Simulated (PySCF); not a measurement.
Bonds broken one at a time in the series B SH-H. Gas-phase values, no solvent. One relaxed conformer stands for each flexible species; it need not be the lowest. Strings in code marks are SMILES.

The dipole moment from two functionals at the same geometries (PBE0-D4/def2-TZVP), both in PySCF: PBE-D3(BJ)/def2-TZVP and PBE0-D4/def2-TZVP. 

```csv
species,PBE-D3(BJ)/def2-TZVP (D),PBE0-D4/def2-TZVP (D)
radical fragment (`[SH]`),0.87,0.90
radical fragment (`[BH2]`),0.51,0.50
whole molecule (`B`),0.00,0.00
```

Over these rows, drawn at random from the members with no instability flagged (it was tested for open shells, ions and some series alone), PBE minus PBE0-D4: mean -0.01 D, from -0.03 D to +0.01 D.
